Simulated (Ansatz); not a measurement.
Energy needed to pull apart CH2N (SMILES C=[N]), doublet, into free ground-state atoms, from the structure below (displaced at random from a GFN2-xTB minimum); no zero-point or spin–orbit terms; open-shell atoms are treated unrestricted, in their ground-state multiplicity.

| atom | x (Å) | y (Å) | z (Å) |
| --- | --- | --- | --- |
| C1 | -0.0132 | -0.0066 | -0.0002 |
| N2 | 0.7229 | 0.5532 | 0.7612 |
| H3 | -0.8365 | 0.4583 | -0.4860 |
| H4 | 0.1136 | -1.0326 | -0.2478 |

Program: Ansatz 0.2.0. Basis: def2-TZVPP. Cores are frozen in the correlated methods; orbitals are unrestricted.

```tsv
method	atomization energy (kcal/mol)
PBE-D4	?
r2SCAN-D4	?
B97M-V	343.3
PBE0-D4	344.7
r2SCANh-D4	339.3
wB97M-V	343.4
HF	232.7
MP2	327.0
CCSD	322.2
CCSD(T)	328.2
```

Question: What does r2SCAN-D4 give? (To be estimated.)

Answer: By the calculation: 342.8 kcal/mol, which is about 14.5 kcal/mol more than CCSD(T)/def2-TZVPP.

Question: What does PBE-D4 give? (Judge from chemistry; the value comes from the calculation.)

Answer: By the calculation: 356.4 kcal/mol, which is about 28.1 kcal/mol more than CCSD(T)/def2-TZVPP.

In triple zeta the MP2 and coupled-cluster atomization energies are still short of their basis limit by a few kcal/mol a bond, whereas those of the functionals are nearly converged, so these differences are not deviations from converged CCSD(T).

The T1 diagnostic stays at or below 0.034. ⟨S²⟩ of the unrestricted Hartree–Fock references: 0.86 (a pure state has 0.75). The unrestricted reference is spin-contaminated, which hurts MP2 most.

For scale, one of the runs: CCSD(T)/def2-TZVPP forces, 90 basis functions (an equivalent command: `ansatz run in.yaml --threads 4`). The run took 11 s on 4 CPU threads (shared host), with 0.79 GiB of host memory at its peak.
